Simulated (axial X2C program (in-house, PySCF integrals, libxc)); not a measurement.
**Estimating the spin–orbit splitting of the π levels of MgF⁺**

All values were computed with an axial X2C code built on PySCF integrals. Spin-free means the one-electron spin-free X2C Hamiltonian; two-component (2c) means X2C with spin–orbit coupling and atomic mean-field two-electron Coulomb and Gaunt terms, so the difference of the two also holds small scalar two-electron terms. Basis: Mg dyall-cv3z [9s8p6d3f], F dyall-av3z [7s6p3d2f] (cores contracted in-house); Gaussian nuclei, density fitting, unrestricted open shells. Masses: Mg 23.985 u, F 18.998 u.

Hartree–Fock at 1.696 Å, closed shell. Valence p splittings ε(p3/2) − ε(p1/2) of spherical Dirac–Hartree–Fock atoms with fractionally filled p shells: F 2p 0.072 eV.

```tsv
filled π level (eV), spin-free	Mg p share	F p share
-20.63	0.03	0.91
```

In first order a p shell splits by 3ζ/2 and a π orbital by ζ. Estimate the splitting of each π level from the shares.

level -20.63 eV: (2/3) × (0.91 × 0.072) = 0.04 eV.

The two-component Hartree–Fock calculation gives:

```tsv
ε(ω = 1/2) (eV)	σ share of it	ε(ω = 3/2) (eV)	splitting (eV)	estimate (eV)
-20.647	0.00	-20.603	0.04	0.04
```

The estimate leaves out the mixing of π1/2 with σ1/2 levels, which pushes the ω = 1/2 spinor up or down, the d and f parts of the orbital, small shares of the strongly split outer-core p shell of a metal, the Gaunt term (absent from the atomic values), and the change of the atomic p orbitals with charge; Löwdin shares depend on the basis.
